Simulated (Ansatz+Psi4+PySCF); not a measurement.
A calculation with Psi4 1.11.

```
molecule {
0 2
C 0.000000 0.000000 0.160070
H 0.000000 0.000000 -3.201490
}

set basis cc-pVTZ
set reference rohf
set scf_type pk
set mp2_type conv
set cc_type conv
set num_frozen_docc 1
energy('mp2')
```

The input is written out from the run's settings. Correlation on restricted open-shell orbitals is semicanonical, with singles.

Results

- Converged: yes
- Reference energy: -38.10197 hartree
- Correlation energy: -0.08511 hartree
- Total energy: -38.18708 hartree
- Spin squared of the determinant: 0.750
- Occupied orbitals by symmetry in an Abelian subgroup (alpha; beta): 3 A1 1 B1; 2 A1 1 B1

Caution: bonds are stretched, where a single reference can fail; an unrestricted determinant lies well below.
